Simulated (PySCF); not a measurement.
Rows and methods have been separated. Pair them.

Compound: HNO.
Bonds: N1–O2 (double). Hydrogens: H3 on N1.

The closed-shell ground state was solved 7 times with PySCF (density fitting, gas phase), always in the def2-SVPD basis (51 functions), with these functionals: B3LYP, BHandHLYP, CAM-B3LYP, HF, PBE, PBE0 and wB97X-D. Geometry: PBE0-D3(BJ)/def2-SVP; no solvent, vibrations or thermal averaging.

```csv
row,total energy (Eh),HOMO (eV),LUMO (eV),dipole (D)
P,-130.3364,-9.14,-0.92,1.73
Q,-130.2509,-5.45,-4.34,1.54
R,-129.6910,-11.59,2.17,1.98
S,-130.3045,-8.88,-1.39,1.81
T,-130.3343,-8.71,-1.57,1.75
U,-130.2394,-7.15,-2.89,1.68
V,-130.3824,-6.95,-3.25,1.67
```

Task: Which functional belongs to which row?

Result: P = wB97X-D, Q = PBE, R = HF, S = BHandHLYP, T = CAM-B3LYP, U = PBE0, V = B3LYP. By rising HOMO–LUMO gap: PBE (GGA) 1.11 eV; B3LYP (global hybrid, 20 % exact exchange) 3.70 eV; PBE0 (global hybrid, 25 % exact exchange) 4.26 eV; CAM-B3LYP (range-separated hybrid) 7.14 eV; BHandHLYP (global hybrid, 50 % exact exchange) 7.49 eV; wB97X-D (range-separated hybrid) 8.22 eV; HF (all exact exchange) 13.76 eV. Total energies of different functionals aren't bounds to one another; each is stationary for its own functional.

Note: wB97X-D ran without an empirical dispersion term, which enters the total energy and its gradient alone.
